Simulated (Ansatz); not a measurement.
Rock-salt BaTe was calculated with r²SCAN0 (PAW; Ansatz, a first-principles code).

Run with plane-wave cutoff 520 eV, 6×6×6 k mesh, Fermi–Dirac smearing 0.01 eV, scalar-relativistic PAW data made under PBE.

A third-order Birch–Murnaghan fit to the energies gives V0 = 43.797 Å³/atom, B0 = 31.5 GPa, B′ = 4.4.

```tsv
V (Å³/atom)	P (GPa)
42.023	[?]
42.702	0.843
43.760	0.026
44.891	[?]
45.986	-1.382
```

### Question
Estimate the withheld pressures from this fit; the answers are the runs' own values.

### Answer

- 42.023, P (GPa): 1.426
- 44.891, P (GPa): -0.737

The formula P = (3/2) B0 (x^(7/3) − x^(5/3)) [1 + (3/4)(B′ − 4)(x^(2/3) − 1)] with x = V0/V meets the computed pressures within 0.01 GPa when these rounded values are put in.

Measured, for comparison: equilibrium volume per atom 43.00 Å³/atom (room temperature, not corrected to a static lattice; as tabulated in Lucero et al. (2012), arXiv:1111.4515). Computed (rounded) less measured: equilibrium volume per atom +1.9 %.

Spin–orbit coupling is not included.

Computed values are for the static lattice.

The result took around 18 core-minutes (rough).
